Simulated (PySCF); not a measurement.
Simulated C 1s region for CH3CH2CHFCH3, `CC[C@H](C)F`, binding energy against the vacuum level.

Every computed line was given a Gaussian of 1.0 eV full width at half maximum and an area set by the number of equivalent atoms; the highest printed point is 100. Method: delta-SCF UKS SCAN, pcX-2 on the ionised atom, pcseg-1 elsewhere, spin-free X2C in PySCF.

(binding energy (eV), intensity): (289.2, 0), (289.3, 0), (289.4, 1), (289.5, 1), (289.6, 3), (289.7, 5), (289.8, 8), (289.9, 13), (290.0, 21), (290.1, 30), (290.2, 42), (290.3, 56), (290.4, 69), (290.5, 82), (290.6, 93), (290.7, 99), (290.8, 100), (290.9, 96), (291.0, 88), (291.1, 76), (291.2, 62), (291.3, 48), (291.4, 36), (291.5, 25), (291.6, 17), (291.7, 11), (291.8, 8), (291.9, 6), (292.0, 7), (292.1, 8), (292.2, 11), (292.3, 15), (292.4, 20), (292.5, 25), (292.6, 29), (292.7, 32), (292.8, 34), (292.9, 34), (293.0, 32), (293.1, 28), (293.2, 24), (293.3, 19), (293.4, 14), (293.5, 10), (293.6, 7), (293.7, 4), (293.8, 3), (293.9, 2), (294.0, 1), (294.1, 0), (294.2, 0), (294.3, 0)

Q: How many maxima does the curve show, and how many computed lines lie under it?

A: The curve has 2 maxima (at 290.8 and 292.8 eV). Under it lie 4 lines from 4 inequivalent carbon sites. At this width some lines have no maximum of their own.

Q: Decompose the envelope and assign each component. Numbering: `[CH3:1][CH2:2][C@H:3]([CH3:4])[F:5]`.

A: 
```
position (eV)  relative area  line  atoms       environment
       290.65              1  C 1s     C1     methyl carbon
       290.80              1  C 1s     C2  chain CH2 carbon
       290.88              1  C 1s     C4     methyl carbon
       292.84              1  C 1s     C3    sp3 C–F carbon
```

Q: What are the centre and the root-mean-square width of the whole band?

A: The area-weighted mean of the lines is 291.29 eV. Their own spread about it is 0.90 eV (rms) and each Gaussian has σ = 1.0/2.355 = 0.42 eV; the variances add, which gives 0.99 eV.

The listed C 1s values span 2.19 eV, from C1 (bonded to C and 3 H) to C3 (bonded to F, 2 C and H). The widest gap between neighbouring values is 1.96 eV, between 290.88 and 292.84 eV.

The curve has no shake-up lines and no vibrational structure. One conformer (not necessarily the lowest) at the PBE0-D3(BJ)/def2-SVP geometry, without solvent, vibrations or thermal averaging.

Conformer computed: `[CH3:1][CH2:2][C@H:3]([CH3:4])[F:5]`: C1–C2–C3–C4 179°.
